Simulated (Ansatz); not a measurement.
Gold, fcc: convergence with Fermi-Dirac smearing

Computed with Ansatz, LDA, scalar-relativistic PAW, on the relaxed cell (a = 4.046 Å; spin not included). Errors count from a run at 420 eV on a Γ-centred 22×22×22 mesh with Fermi-Dirac smearing of 0.1 eV, extrapolated to zero width. Fixed here: cutoff 420 eV, mesh 13×13×13. The SCF starts from atomic densities corrected by a trained network.

| width (eV) | E(σ→0) error (meV/atom) | F error (meV/atom) | P (GPa) | SCF iterations |
| --- | --- | --- | --- | --- |
| 0.01 | -2.9 | -3.0 | -0.12 | 6 |
| 0.03 | -3.1 | -3.6 | -0.08 | 6 |
| 0.1 | -3.4 | -7.3 | 0.01 | 6 |
| 0.2 | -2.4 | -19.5 | 0.23 | 6 |
| 0.3 | 0.4 | -42.0 | 0.46 | 6 |
| 0.6 | 34.8 | -193.5 | 2.05 | 6 |
| 1.0 | 126.8 | -656.3 | 7.50 | 6 |
